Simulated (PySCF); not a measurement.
## Telling isomers of C5H10O apart by NMR

Method: geometry from GFN2-xTB, shielding tensors at PBE0/pcSseg-1 (GIAO), in PySCF 2.14 (in vacuum, no relativistic terms, a single conformation, averaged over atoms made equivalent by symmetry, fast rotation or ring inversion).

δ = σ(ref) − σ, references computed at the same level: TMS for ¹H, ¹³C. Where no couplings were computed, multiplicities follow the n + 1 count of equivalent neighbours, and m marks all less simple cases (inequivalent or close neighbours, rings, F or P nearby). Shifts are as computed. Against solution values, carbons near 30 ppm lie about +3 ppm off and those near 130 ppm about +5 ppm. Of 1211 compounds with measured shifts, 218 miss one by over three times the rms of a fit or turn the order of signals round; such compounds aren't used in these exercises. OH and NH positions are gas-phase values without hydrogen bonding to other molecules.

(1) Tabulate the signals of `CO[C@@H]1C[C@@H]1C`, `C=C(CC)CO`, `C/C=C(\C)CO` and their relative energies.

(2) What is the quickest way to tell C=C(CC)CO from C/C=C(\C)CO?

(3) What is the quickest way to tell CO[C@@H]1C[C@@H]1C from C=C(CC)CO?

(4) What is the quickest way to tell CO[C@@H]1C[C@@H]1C from C/C=C(\C)CO?

## Answers

(1) 
| SMILES | carbon types | δC | δH | E rel. (kcal/mol) |
| --- | --- | --- | --- | --- |
| CO[C@@H]1C[C@@H]1C | 2×CH 1×CH2 2×CH3 | 61.8, 60.3, 15.7, 14.1, 12.0 | 3.47 (s, 3H), 3.07 (m, 1H), 1.21 (d, 3H), 0.86 (m, 1H), 0.35 (m, 1H), -0.04 (m, 1H) | 13.3 |
| C=C(CC)CO | 1×C 3×CH2 1×CH3 | 164.1, 112.4, 68.5, 31.3, 19.0 | 5.43 (m, 1H), 5.30 (m, 1H), 4.40 (s, 2H), 1.99 (q, 2H), 1.09 (t, 3H), 0.10 (br s, 1H) | 2.8 |
| C/C=C(\C)CO | 1×C 1×CH 1×CH2 2×CH3 | 144.9, 129.9, 74.9, 16.9, 13.9 | 5.71 (q, 1H), 4.17 (s, 2H), 1.96 (s, 3H), 1.80 (d, 3H), -0.10 (br s, 1H) | 0.0 |

Energies are electronic energies at PBE0/pcSseg-1 on these geometries, without zero-point or thermal terms, each for the one conformer computed, which needn't be the lowest.

(2) Both give the same number of carbon signals, but DEPT or the intensities differ. The first has an allylic sp3 CH2 at 31.3 ppm, the second an alkene CH at 129.9 ppm. Their most deshielded carbons lie at 164.1 and 144.9 ppm.

(3) Both give the same number of carbon signals, but DEPT or the intensities differ. The first has a three-membered-ring carbon (CH) at 61.8 ppm, the second a fully substituted alkene carbon (C) at 164.1 ppm. In the proton spectra the most deshielded non-exchanging signals are 3.47 (s, 3H) and 5.43 (m, 1H).

(4) Both give the same number of carbon signals, but DEPT or the intensities differ. The first has a three-membered-ring carbon (CH) at 61.8 ppm, the second a fully substituted alkene carbon (C) at 144.9 ppm. In the proton spectra the most deshielded non-exchanging signals are 3.47 (s, 3H) and 5.71 (q, 1H).
